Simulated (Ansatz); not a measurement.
# Si2 (triplet): a ladder of functionals and wavefunction methods

The task here is to estimate one member of a computed series from the others.

Program: Ansatz 0.2.0, Gaussian basis. Level of theory: functionals in def2-TZVPP, the program's frozen cores in correlated methods. These are calculated values, not measurements.

The runs, in order: LDA (SPW92), PBE-D4, revPBE-D4, BLYP-D4, r2SCAN-D4, B97M-V, PBE0-D4, B3LYP-D4, r2SCANh-D4, r2SCAN0-D4, HSE06-D4, BHLYP-D4, CAM-B3LYP-D4, LC-ωPBE, ωB97X-V, ωB97M-V, B2PLYP, PBE-QIDH; CCSD(T)/def2-SVP; CCSD(T)/def2-TZVPP; CCSD(T)/def2-QZVPP; extrapolation to the limit; RPA on PBE.

## The geometry

An earlier PBE0-D4 in a triple-zeta def2 set relaxation fixed the geometry.

SMILES `[Si]=[Si]`, 2 atoms, charge 0, spin multiplicity 3.

Atoms are counted from 1 here; the program's logs count them from 0.

Bond lengths: Si1–Si2 2.255 Å.

The first run:

in.yaml reads:

```yaml
crystal:
  periodic: [false, false, false]
  atoms:
    - {symbol: Si, position_ang: [0.000000, -0.000000, -0.040189]}
    - {symbol: Si, position_ang: [-0.000000, 0.000000, 2.214399]}
basis:
  gaussian: {orbitals: def2-TZVPP}
magnetization: {spin_polarized: true, initial_magnetization: 2}
hamiltonian: {xc: lda}
output: {orbitals: {seedname: orbitals}}
```

On the command line:

```
$ ansatz run in.yaml --threads 2 --pin off --events-out ev --progress --plain --max-ram 32768MiB --backend cpu
```

Steps of the session up to this table: LDA; PBE-D4 (GGA); revPBE-D4 (GGA); BLYP-D4 (GGA); r2SCAN-D4 (meta-GGA); B97M-V (meta-GGA); PBE0-D4 (hybrid); B3LYP-D4 (hybrid); r2SCANh-D4 (hybrid); r2SCAN0-D4 (hybrid); HSE06-D4 (hybrid); BHLYP-D4 (hybrid); CAM-B3LYP-D4 (range-separated); LC-ωPBE (range-separated); ωB97X-V (range-separated); ωB97M-V (range-separated); B2PLYP (double hybrid); PBE-QIDH (double hybrid).

One of the session's tables, all rows but one given; the rest of the session is left out.

It belongs to the step «Frontier levels by functional». 

```
  functional  HOMO (eV)  LUMO (eV)  gap (eV)
 LDA (SPW92)      -4.86      -4.80      0.06
      PBE-D4      -4.82      -4.48      0.35
   revPBE-D4      -4.81      -4.39      0.42
     BLYP-D4      -4.66      -4.42      0.24
   r2SCAN-D4      -5.07      -4.24      0.84
      B97M-V      -4.98      -4.38      0.60
     PBE0-D4      -5.79      -3.59      2.20
    B3LYP-D4      -5.58      -3.88      1.69
  r2SCANh-D4      -5.43      -3.91      1.52
  r2SCAN0-D4          ?          ?         ?
    HSE06-D4      -5.40      -3.97      1.43
    BHLYP-D4      -6.60      -2.73      3.87
CAM-B3LYP-D4      -6.94      -2.57      4.37
     LC-ωPBE      -8.27      -1.30      6.97
     ωB97X-V      -7.91      -1.71      6.20
     ωB97M-V      -7.59      -1.73      5.85
```

**Question.** Estimate the row for r2SCAN0-D4.

Worked estimate for «HOMO (eV)». Against the share of exact exchange, r2SCAN-D4 (0, -5.07), r2SCANh-D4 (0.1, -5.43) give a slope of -3.60 per unit share; at 0.25 the line stands at -5.97.

As computed: HOMO (eV): -5.96; LUMO (eV): -3.43; gap (eV): 2.53. In «HOMO (eV)» the line misses by -0.01.
